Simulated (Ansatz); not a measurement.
## C₃H₄OS, SMILES CSC=C=O: a ranking of conformers, step by step

Program: the Ansatz DFT code, driven from Python.

At the Python prompt:
```pycon
>>> import ansatz as az
>>> from rdkit import Chem
>>> from rdkit.Chem import AllChem
>>> rd = Chem.AddHs(Chem.MolFromSmiles("CSC=C=O"))
>>> ids = list(AllChem.EmbedMultipleConfs(rd, numConfs=20, randomSeed=604, pruneRmsThresh=0.4))
>>> field = [energy for _, energy in AllChem.MMFFOptimizeMoleculeConfs(rd)]
>>> distinct = {round(e, 2): i for i, e in zip(ids, field)}
>>> chosen = sorted(distinct.items())[:5]
>>> found = []
>>> for force_field, index in chosen:
...     system = az.Crystal.molecule()
...     for atom, xyz in zip(rd.GetAtoms(), rd.GetConformer(index).GetPositions()):
...         system = system.atom(atom.GetSymbol(), xyz.round(5).tolist())
...     setup = (
...         system.calculation()
...         .basis(gaussian="6-31G*")
...         .functional("pbe")
...     )
...     found.append(setup.run().report["free_energy_ev"])
...
>>> print("conformer   MMFF (kcal/mol)   this level (kJ/mol)")
conformer   MMFF (kcal/mol)   this level (kJ/mol)
>>> for (force_field, index), e in zip(chosen, found):
...     print(f"{index:9d} {force_field - chosen[0][0]:17.2f} {96.485332 * (e - min(found)):17.3f}")
...
        2              0.00             8.001
        1              0.53             0.000
```

The conformers keep their force-field geometries. The whole script took 5 s on 1 thread of Arm Neoverse V1, on a shared host, peak memory 0.24 GiB.
